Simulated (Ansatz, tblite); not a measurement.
# The cluster HAu2+: rung by rung

One table from this session's results is given with a row withheld; the runs are named, their logs left out.

Computed with Ansatz 0.2.0, Gaussian basis. Level: as each input shows.

Plan: GFN1-xTB, GFN2-xTB, PBE-D4/def2-TZVP, r2SCAN-D4/def2-TZVP, PBE-QIDH/def2-TZVP, r2SCANh-D4/def2-TZVP, revPBE-D4/def2-TZVP, r2SCAN0-D4/def2-TZVP, B97M-V/def2-TZVP, PBE-D4/def2-SVP, PBE0-D4/def2-SVP, CCSD(T)/def2-TZVPP, MP2/def2-TZVP, RPA/def2-TZVP.

1 further run of the same task is left out (set aside as unsound or not needed). Runs told in other sessions of the task aren't counted.

**The geometry**

The geometry is that of the singlet, from an earlier relaxation (PBE-D4/def2-TZVP). At that level it is the lowest of the isomers that a small search found.

3 atoms, charge 1, spin multiplicity 1.

Bond lengths: Au1–Au2 2.617 Å, Au1–H3 1.709 Å, Au2–H3 1.709 Å. Angles: Au2–Au1–H3 40.0°, Au1–Au2–H3 40.1°, Au1–H3–Au2 99.9°.

Au takes a core potential in the def2 sets. No spin-orbit coupling is included. The ion is computed in the gas phase, without counter-ions or solvent.

PBE0-D4/def2-TZVP was run before; its log isn't repeated, and its numbers join the tables.

The first run:

Tight binding, by tblite at 300 K electronic temperature and without a spin-polarisation term:

```python
tblite.interface.Calculator('GFN1-xTB', numbers, positions, charge=1, uhf=0).singlepoint()
```

Tight binding, by tblite at 300 K electronic temperature and without a spin-polarisation term:

```python
tblite.interface.Calculator('GFN2-xTB', numbers, positions, charge=1, uhf=0).singlepoint()
```

start.molden holds the orbitals of an earlier run on this state, given as this run's starting guess.

The input, in.yaml:

```yaml
crystal:
  periodic: [false, false, false]
  atoms:
    - {symbol: Au, position_ang: [0.804607, -0.998972, 0.448269]}
    - {symbol: Au, position_ang: [-0.954065, 0.930038, 0.266199]}
    - {symbol: H, position_ang: [0.149448, 0.068934, -0.714469]}
basis:
  gaussian: {orbitals: def2-TZVP, initial_orbitals: start.molden}
total_charge: 1
hamiltonian: {xc: pbe, dispersion: d4}
scf: {omitted_lower_state_checks: [starts]}
output: {orbitals: {seedname: orbitals}}
```

Launch:

```
> ansatz run in.yaml --threads 4 --pin off --events-out ev --progress --plain --max-ram 3916MiB
```

Among the steps run: PBE-D4/def2-TZVP; r2SCAN-D4/def2-TZVP; PBE-QIDH/def2-TZVP; r2SCANh-D4/def2-TZVP; revPBE-D4/def2-TZVP; r2SCAN0-D4/def2-TZVP; B97M-V/def2-TZVP; PBE-D4/def2-SVP; PBE0-D4/def2-SVP; CCSD(T)/def2-TZVPP; MP2/def2-TZVP; RPA/def2-TZVP.

One table of the session follows, with a row left open; its other results are not shown here.

```
               level  HOMO (eV)  LUMO (eV)  gap (eV)
     PBE-D4/def2-SVP     -13.15     -10.32      2.83
    PBE-D4/def2-TZVP          ?          ?         ?
 revPBE-D4/def2-TZVP     -13.01     -10.19      2.83
 r2SCAN-D4/def2-TZVP     -13.25     -10.05      3.20
    B97M-V/def2-TZVP     -13.03      -9.85      3.18
r2SCANh-D4/def2-TZVP     -13.66      -9.64      4.02
    PBE0-D4/def2-SVP     -14.16      -9.19      4.98
   PBE0-D4/def2-TZVP     -14.12      -9.17      4.95
r2SCAN0-D4/def2-TZVP     -14.26      -9.03      5.23
```

**Question.** Estimate the row for PBE-D4/def2-TZVP.

**Answer.** HOMO (eV): -13.12; LUMO (eV): -10.32; gap (eV): 2.80. In the column «HOMO (eV)» it lies between PBE-D4/def2-SVP (-13.15) and B97M-V/def2-TZVP (-13.03).
